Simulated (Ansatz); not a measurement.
**hcp Re**

Method: B3LYP (VWN-RPA form) (Ansatz, a program for electronic structure, plane waves, PAW).

Settings: plane-wave cutoff 460 eV, 12×12×6 k mesh (along the axes of the cell as run), Fermi–Dirac smearing 0.05 eV, no spin polarisation, scalar-relativistic PAW data made under PBE.

Cell (relaxed at this level):

```xyz
2
Lattice="1.3889 -2.4057 0.0000 1.3889 2.4057 0.0000 0.0000 0.0000 4.5064" Properties=species:S:1:pos:R:3 pbc="T T T"
Re     1.3889     0.8019     1.1266
Re     1.3889    -0.8019     3.3798
```

For hcp Re, the lattice constant a comes out as 2.778 Å and the lattice parameter c comes out as 4.506 Å.

Measured, for comparison: lattice constant a 2.761 Å, lattice parameter c 4.458 Å (293 K, no zero-point or thermal correction; as tabulated in Wikipedia's data pages). Computed (rounded) less measured: lattice constant a +0.6 %, lattice parameter c +1.1 %.

Spin–orbit coupling is not included.

The computed numbers hold no vibrational or temperature effects.
